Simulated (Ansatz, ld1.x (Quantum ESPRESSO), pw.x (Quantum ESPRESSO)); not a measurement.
tantalum (Ta): does the RRKJ potential hold in the solid?

```json
{
  "Element": "Ta",
  "Generator": "ld1.x (Quantum ESPRESSO) 7.5",
  "Type": "norm-conserving RRKJ (Kleinman–Bylander form)",
  "Functional": "LDA (PW92)",
  "Relativity": "scalar-relativistic",
  "Frozen core": "[Xe] 4f14",
  "Valence charge": "5",
  "Reference configuration": "5d3 6s2 6p0",
  "Partial waves": "6p (bound, empty): rc 2.85 bohr; 5d (bound): rc 2.85 bohr; 6s (bound): rc 2.65 bohr",
  "Local potential": "the s channel",
  "Core correction": "none"
}
```

Crystal test: bcc Ta in pw.x 7.5, no spin, 14³ k-points, Fermi–Dirac smearing 0.01 Ry, cutoffs 35/140 Ry. The reference is all-electron LAPW (Ansatz 0.2.0) with the same functional, mesh and smearing; V0 and B0 come from Birch–Murnaghan fits to the pressures at five volumes. Errors are pseudo minus all-electron; Δ is the rms difference of the E(V) curves that follow from these fits, minima aligned, over ±6 % about the mean V0. Mesh and smearing are coarse, so the numbers serve the comparison and aren't converged zero-temperature values; the lattice is a test structure that the element need not adopt.

```tsv
V (Å³/atom)	P all-electron (GPa)	P pseudo (GPa)
16.272	13.97	11.51
16.700	7.30	5.31
17.128	1.38	-0.21
17.556	-3.88	-5.12
17.984	-8.54	-9.49
```

All-electron: a0 = 3.255 Å (V0 = 17.24 Å³/atom), B0 = 217.7 GPa.

Pseudopotential: mean pressure error (GPa): -1.65; a0 (Å): 3.247; a0 error (%): -0.24; B0 error (%): -4.1; Δ (meV/atom): 6.1. The largest radius (2.85 bohr) exceeds half the bond length (2.66 bohr), so the spheres overlap, which is one possible source of error among others.

Q: At the middle volume, how do free energy and pressure move when the wave cutoff is lowered (ecutrho kept at four times it)?

A:

```tsv
cutoff (Ry)	shift of F (meV/atom)	shift of P (GPa)
16	+242.8	-13.99
21	+7.0	-0.43
28	+1.3	-0.07
```

The run at the middle volume (104 k-points, 7 iterations) took about 2.5 s on one core of a shared host (Neoverse-V1, 64 threads, 503 GiB, load 18).
